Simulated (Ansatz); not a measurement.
We consider bcc Mo, described by LDA (Ansatz, a first-principles code, PAW).

A relaxed, unreconstructed slab of the (110) face has 6 atoms, two equal faces of 6.847 Å² each and an energy of -29054.3949 eV. A bulk cell of 2 atoms with the same orientation and in-plane k mesh has -9685.7186 eV. Energies are extrapolated to zero smearing.

Numerical settings: plane-wave cutoff 500 eV, 22×22×1 k mesh (along the axes of the cell as run), Fermi–Dirac smearing 0.1 eV, scalar-relativistic PAW data made under PBE.

Worked out: γ = (E_slab − N E_bulk per atom)/2A = [-29054.3949 − 6 × (-9685.7186/2)]/(2 × 6.847) = 0.2016 eV/Å². With 16.022 J/m² per eV/Å² this is 3.23 J/m², or 1.38 eV per surface cell and face.
